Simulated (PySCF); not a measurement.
## How the method moves the HOMO and LUMO of cyclohexane

Species: cyclohexane, C₆H₁₂.
Cartesian coordinates in Å at the PBE0-D3(BJ)/def2-SVP level; atoms count from 1:
```
atom  x, y, z in Å
C1    -0.6816    1.1216   -0.6724
C2     0.7433    1.2650   -0.1460
C3     1.4678   -0.0775   -0.1151
C4     0.6816   -1.1216    0.6724
C5    -0.7433   -1.2650    0.1460
C6    -1.4678    0.0775    0.1151
H7    -0.6460    0.8215   -1.7357
H8    -1.2003    2.0935   -0.6438
H9     1.3060    1.9899   -0.7563
H10    0.7107    1.6821    0.8771
H11    1.6083   -0.4365   -1.1510
H12    2.4778    0.0420    0.3093
H13    1.2003   -2.0935    0.6438
H14    0.6460   -0.8215    1.7357
H15   -1.3060   -1.9899    0.7563
H16   -0.7107   -1.6821   -0.8771
H17   -1.6083    0.4365    1.1510
H18   -2.4778   -0.0420   -0.3093
```

Basis pcSseg-1 throughout (PySCF), one geometry. Isolated species at its PBE0-D3(BJ)/def2-SVP geometry (one conformer only).

Question: How do the orbital energies and the gap change with the method?

Answer: 
| method | kind | HOMO (eV) | LUMO (eV) | gap (eV) | SCF cycles |
| --- | --- | --- | --- | --- | --- |
| B97-D | GGA | -7.07 | 0.78 | 7.84 | 11 |
| KT2 | GGA | -7.14 | 0.55 | 7.69 | 11 |
| KT3 | GGA | -7.19 | 0.51 | 7.70 | 11 |
| B3LYP | global hybrid | -8.19 | 1.15 | 9.34 | 11 |
| PBE0 | global hybrid | -8.39 | 1.47 | 9.86 | 10 |
| mPW1PW91 | global hybrid | -8.43 | 1.49 | 9.92 | 10 |

The HOMO spans 1.36 eV, from B97-D down to mPW1PW91, and the gap runs from 7.69 eV (KT2) to 9.92 eV (mPW1PW91). Over the methods B97-D (0 %), KT2 (0 %), KT3 (0 %), B3LYP (20 %), PBE0 (25 %), mPW1PW91 (25 %), a straight line through the gap against the share of exact exchange rises by 0.85 eV for each 10 % (correlation coefficient 0.998). The dipole is below 0.03 D at every level.

The vertical ΔSCF ionisation energy at PBE0/def2-SVPD is 10.28 eV; −ε(HOMO) comes closest to it with mPW1PW91 (8.43 eV).
